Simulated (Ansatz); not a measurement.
For zinc-blende HgSe, PBEsol+SOC (PAW; Ansatz, a quantum-chemistry and plane-wave program) gives:

```
Property               Result
-------------------  --------
lattice parameter a   6.111 Å
bulk modulus B0      53.1 GPa
```

### Question
What does HSE06 (Ansatz, plane waves, PAW) give for the same quantities?

### Answer

- lattice constant a: 6.179 Å (rises by 1.1 %)
- bulk modulus: 50.5 GPa (decreases by 4.9 %)

For comparison: lattice constant a 6.085 Å (measured, 293 K, no zero-point or thermal correction; as tabulated in Cardona et al. (2009), arXiv:0908.2634); bulk modulus 50 GPa (measured, temperature not stated, no zero-point or thermal correction, our sources range from 48.5 to 51.6; as tabulated in Toher et al. (2017), arXiv:1611.05714).

Changes are worked out from the printed values.

Unless a cell is named, each level is at its own relaxed cell (PBEsol+SOC 28.52, HSE06 29.49 Å³/atom).

Levels without +SOC leave out spin–orbit coupling, which shifts energies and cells of such heavy elements.

Ansatz's density-functional and Hartree–Fock values are scalar-relativistic unless marked +SOC, with PAW data made under PBE.
